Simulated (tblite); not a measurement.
Isomers of C5H7S (doublet state). All values are computed: GFN2-xTB (tblite) harmonic vibrations without scaling, gas phase. This tight-binding method is rough: wavenumbers can miss measured ones by several per cent, in bad cases by 10 to 20. Modes of hydrogen on sulfur can be 10 to 20 % off. One conformer each. Open shells enter through the occupations alone, without spin polarisation, and single modes of such species can be off by tens of per cent.

Electronic energies: GFN2-xTB at the same geometries; isomer energies are rough at this level and their order can be wrong.

| SMILES | electronic energy, lowest = 0 (kJ/mol) |
| --- | --- |
| [CH]=C1CC(S)C1 | 82.0 |
| [CH2]C(=C)C(C)=S | 0.0 |
| C#CCS[CH]C | 96.3 |
| [CH2]C(=C)CC=S | 29.1 |
| [CH2]CC(=S)C=C | 76.7 |

How do GFN2-xTB zero-point energies change the relative energies?

```csv
SMILES,ZPE (kJ/mol),of it from modes above 1550 cm⁻¹,electronic (kJ/mol),"with ZPE, lowest = 0 (kJ/mol)",lowest mode (cm⁻¹),rings
[CH2]C(=C)C(C)=S,260.5,129.4,0.0,0.0,53,0
[CH2]C(=C)CC=S,260.2,128.6,29.1,28.8,24,0
[CH2]CC(=S)C=C,256.0,137.3,76.7,72.2,58,0
[CH]=C1CC(S)C1,257.2,134.1,82.0,78.7,46,1
C#CCS[CH]C,256.3,141.2,96.3,92.1,57,0
```

The zero-point energies span 4.5 kJ/mol, from `[CH2]CC(=S)C=C` to `[CH2]C(=C)C(C)=S`. The order is unchanged.

What do entropy and thermal enthalpy add at 298.15 K and 1 bar (rigid rotor, harmonic oscillator, one conformer each)?

```
          SMILES  point group  symmetry number  S (J/(mol K))  H − H(0) (kJ/mol)  ZPE + H − H(0) − TS (kJ/mol)
[CH2]C(=C)C(C)=S           C1                1          356.4              21.75                         176.0
  [CH2]CC(=S)C=C           Cs                1          369.1              22.96                         168.9
  [CH]=C1CC(S)C1           C1                1          347.9              20.38                         173.9
      C#CCS[CH]C           C1                1          382.0              24.51                         166.9
```

S holds R ln(2S + 1) for the spin.

Not tabulated: `[CH2]C(=C)CC=S` (lowest mode only 24 cm⁻¹).
